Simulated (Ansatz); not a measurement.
`C=NCF` and `C/C=N/CF` differ in one atom or group.

Ansatz, PBE0-D4/def2-TZVP geometries, multiplicity 1. Each molecule was computed in one conformer, which needn't be the lowest.

```json
{"property": "HOMO–LUMO gap (PBE/def2-TZVPP) / eV", "`C=NCF`": "4.74"}
{"property": "LUMO energy (ωB97M-V/def2-TZVPP) / eV", "`C=NCF`": "1.65"}
{"property": "HOMO–LUMO gap (ωB97M-V/def2-TZVPP) / eV", "`C=NCF`": "12.02"}
{"property": "size of the dipole moment (B3LYP/def2-TZVPP) / D", "`C=NCF`": "0.36"}
{"property": "size of the dipole moment (ωB97M-V/def2-TZVPP) / D", "`C=NCF`": "0.38"}
{"property": "HOMO energy (PBE0/def2-TZVPP) / eV", "`C=NCF`": "-7.97"}
```

(1) Give the same properties after the change, and the shifts. (Estimate.)

Results:

(1) The calculation gave: 
| property | `C/C=N/CF` | shift |
| --- | --- | --- |
| HOMO–LUMO gap (PBE/def2-TZVPP) / eV | 4.62 | -0.12 |
| LUMO energy (ωB97M-V/def2-TZVPP) / eV | 1.76 | 0.11 |
| HOMO–LUMO gap (ωB97M-V/def2-TZVPP) / eV | 11.86 | -0.16 |
| size of the dipole moment (B3LYP/def2-TZVPP) / D | 3.24 | 2.88 |
| size of the dipole moment (ωB97M-V/def2-TZVPP) / D | 3.26 | 2.88 |
| HOMO energy (PBE0/def2-TZVPP) / eV | -7.70 | 0.27 |

With PBE0 the HOMO rises by 0.27 eV and the LUMO rises by 0.11 eV, so the gap narrows by about 0.16 eV. PBE moves the HOMO by 0.21 eV and ωB97M-V by 0.28 eV. The zero-point energy changes by 72.5 kJ/mol with +9 modes. Dipoles are sizes alone; their direction can turn.

B3LYP here is the variant with VWN-RPA as its local correlation; programs differ in this.
